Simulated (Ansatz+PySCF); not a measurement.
The numbers below are computed, except where a source is named.
A run of Ansatz (development build ahead of 0.2.0) on doublet C₃H₅ at this shape:

```xyz
8

H     0.0000   -1.2474   -1.3002
C     0.0000   -0.1649   -1.2314
C     0.0000    0.4743    0.0000
C     0.0000   -0.1649    1.2314
H     0.0000    0.3938    2.1585
H     0.0000    0.3938   -2.1585
H     0.0000    1.5626    0.0000
H     0.0000   -1.2474    1.3002
```

Its results:

- Converged: yes
- Reference energy: -116.48701 hartree
- Correlation energy: -0.49232 hartree
- Total energy: -116.97933 hartree
- Spin squared of the determinant: 0.750
- Stability test: minimum among restricted orbitals

Forces (eV/Å):
| atom | Fx | Fy | Fz |
| --- | --- | --- | --- |
| H1 | 0.000 | 0.200 | 0.043 |
| C2 | 0.000 | -2.704 | -4.828 |
| C3 | 0.000 | -0.629 | 11.406 |
| C4 | 0.000 | 3.307 | -6.608 |
| H5 | 0.000 | 0.066 | -0.141 |
| H6 | 0.000 | -0.107 | 0.136 |
| H7 | 0.000 | -0.153 | 0.104 |
| H8 | 0.000 | 0.020 | -0.112 |

(1) Which input gives this output? Name the method, the orbitals and the basis set, and write the input.

Answers

(1) ROHF-MP2 in cc-pVTZ.

```yaml
crystal:
  periodic: [false, false, false]
  atoms:
    - { symbol: H, position_ang: [0.0, -1.24737, -1.30016] }
    - { symbol: C, position_ang: [0.0, -0.16492, -1.23138] }
    - { symbol: C, position_ang: [0.0, 0.47434, 0.0] }
    - { symbol: C, position_ang: [0.0, -0.16492, 1.23138] }
    - { symbol: H, position_ang: [0.0, 0.39381, 2.15847] }
    - { symbol: H, position_ang: [0.0, 0.39381, -2.15847] }
    - { symbol: H, position_ang: [0.0, 1.56261, 0.0] }
    - { symbol: H, position_ang: [0.0, -1.24737, 1.30016] }
basis:
  gaussian: { orbitals: cc-pVTZ }
magnetization:
  initial_magnetization: 1
hamiltonian:
  xc: hf
correlation:
  method: mp2
  frozen_orbitals: { C: 1, H: 0 }
output:
  forces: true
```

Caution: an unrestricted determinant lies well below; forces differ strongly between restricted and unrestricted references; the determinant breaks the point group.
